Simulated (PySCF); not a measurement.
## How methods differ on the ionisation energy of Ar

Ar [Ar] (1S) → Ar⁺ [Ne] 3s2 3p5 (2P), as a difference of total energies. All numbers are calculated (PySCF 2.14, the spin-free X2C one-electron Hamiltonian (Gaussian nucleus), in cc-pVTZ-DK (5s4p2d1f, 34 functions)). Correlated levels: valence: [Ne] frozen. The calculations carry no spin-orbit coupling.

**Question.** Order these methods by the ionisation energy they give, lowest first.
A. BP86
B. UHF
C. CCSD(T) (valence)
D. SCS-MP2 (valence)

**Answer.** B (14.556 eV), C (15.528 eV), D (15.561 eV), A (15.797 eV).

Errors of the correlated levels include the incompleteness of this basis and the frozen core.

For comparison: 15.819 eV (measured; NIST levels, between the centres of gravity of the two terms).
